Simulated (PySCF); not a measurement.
Isomers of C3H5NS, mass 87.014 u with the commonest isotopes. Method: PBE0-D3(BJ)/def2-SVP geometry optimisation, gas phase (PySCF 2.14.0). One conformer each, none proved a minimum here; rigid rotors.

Task: Order these by out-of-plane moment Σ m c² = (Ia + Ib − Ic)/2, smallest first.
A. `[H]/[N:1]=[CH:2]\[CH2:3][CH:4]=[S:5]` with N1–C2–C3–C4 -122°, C2–C3–C4–S5 122°
B. `[N:1]#[C:2][CH2:3][CH2:4][SH:5]` with C2–C3–C4–S5 -178°, C3–C4–S5–H -70°
C. `[CH3:1][S:2][CH2:3][C:4]#[N:5]` with C1–S2–C3–C4 -62° ((methylthio)acetonitrile)
D. `[CH3:1][CH2:2][N:3]=[C:4]=[S:5]` with C1–C2–N3–C4 -1°

Result: D (3.17 u·Å²), B (4.62 u·Å²), A (11.56 u·Å²), C (12.74 u·Å²).

Task: Order these by rotational constant C, largest first.
A. `[CH3:1][CH2:2][N:3]=[C:4]=[S:5]` with C1–C2–N3–C4 -1°
B. `[N:1]#[C:2][CH2:3][CH2:4][SH:5]` with C2–C3–C4–S5 -178°, C3–C4–S5–H -70°
C. `[CH3:1][S:2][CH2:3][C:4]#[N:5]` with C1–S2–C3–C4 -62° ((methylthio)acetonitrile)
D. `[H]/[N:1]=[CH:2]\[CH2:3][CH:4]=[S:5]` with N1–C2–C3–C4 -122°, C2–C3–C4–S5 122°

Result: C (2159 MHz), D (1661 MHz), A (1510 MHz), B (1442 MHz).

Task: Order these by dipole moment, largest first.
A. `[CH3:1][CH2:2][N:3]=[C:4]=[S:5]` with C1–C2–N3–C4 -1°
B. `[CH3:1][S:2][CH2:3][C:4]#[N:5]` with C1–S2–C3–C4 -62° ((methylthio)acetonitrile)
C. `[H]/[N:1]=[CH:2]\[CH2:3][CH:4]=[S:5]` with N1–C2–C3–C4 -122°, C2–C3–C4–S5 122°
D. `[N:1]#[C:2][CH2:3][CH2:4][SH:5]` with C2–C3–C4–S5 -178°, C3–C4–S5–H -70°

Result: A (3.84 D), B (3.07 D), D (2.87 D), C (1.96 D).

| SMILES | point group | Ia (u·Å²) | Ib (u·Å²) | Ic (u·Å²) | κ | μa (D) | μb (D) | μc (D) |
| --- | --- | --- | --- | --- | --- | --- | --- | --- |
| CCN=C=S | Cs | 28.98 | 311.94 | 334.59 | -0.99 | 3.84 | 0.21 | 0.01 |
| [H]/N=C\CC=S | C1 | 37.77 | 289.56 | 304.21 | -0.99 | 0.10 | 1.77 | 0.85 |
| N#CCCS | – | 20.12 | 339.68 | 350.55 | -1.00 | 2.55 | 1.05 | 0.80 |
| CSCC#N | C1 | 65.19 | 194.37 | 234.08 | -0.84 | 2.33 | 0.79 | 1.85 |
